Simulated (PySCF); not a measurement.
**Threshold energies of PO in a plasma**

PBE0 in PySCF with def2-TZVPPD on every atom, for the lowest determinant that a PBE0 search found; no spin–orbit coupling.

```tsv
species	state (unpaired electrons)	Re (Å)	ωe (cm⁻¹)	energy of the minimum from the neutral (eV)	De (eV)	dissociates to
PO	doublet (π ↑)	1.474	1286	0.00	6.02	P + O
PO⁺	singlet (closed shell)	1.420	1483	8.58	7.96	P⁺ + O
```

Question: Work out the lowest energy to break PO into atoms, from its vibrational ground state.

Answer: D0 = De − ωe/2 = 6.02 − 0.08 = 5.94 eV (PBE0/def2-TZVPPD).

Question: Work out the ionisation energy of the P atom at this level and the threshold of dissociative ionisation.

Answer: IE(P) = 8.58 + 7.96 − 6.02 = 10.52 eV, so P⁺ + O + e⁻ appears at D0 + IE(P) = 16.46 eV (PBE0/def2-TZVPPD). The measured IE(P) is 10.487 eV (NIST ASD).

These are thermodynamic thresholds; the onsets seen under electron impact lie higher where the geometry changes, and cross-sections peak well above them.

For an ion De counts to the pair picked by the measured ionisation energies or electron affinities, which need not be the lowest pair at this level. States were picked by a PBE0 search and need not be the measured ground states.
